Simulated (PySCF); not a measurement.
## Chlorine: a sound run and one with changed settings

Sound run: Cl [Ne] 3s2 3p5, Cl⁺ [Ne] 3s2 3p4. Computed with PySCF 2.14 in def2-SVP, with no relativity, point nucleus. The sound run starts from symmetry-adapted Hartree-Fock orbitals and uses a fine grid where one is needed.

Changed run: radial step 0.8 in ln r (0.13 in the sound run). This setting is unsound on purpose.

```tsv
species	method	sound run (hartree)	changed run (hartree)	converged
Cl	UHF	-459.31930	-459.31930	yes
Cl	M06-L	-459.99131	-460.17010	yes
Cl	TPSS	-460.00942	-459.97882	yes
Cl⁺	UHF	-458.88624	-458.88624	yes
Cl⁺	M06-L	-459.51020	-459.73897	yes
Cl⁺	TPSS	-459.53474	-459.54563	yes
```

Ionisation energy of Cl:

```
method  sound run (eV)  changed run (eV)
   UHF          11.784            11.784
 M06-L          13.092            11.732
  TPSS          12.917            11.788
```

A coarse radial grid mis-integrates the density and the exchange-correlation energy, with errors of either sign; Hartree-Fock needs no grid.

For comparison, NIST gives 12.968 eV between the lowest levels.
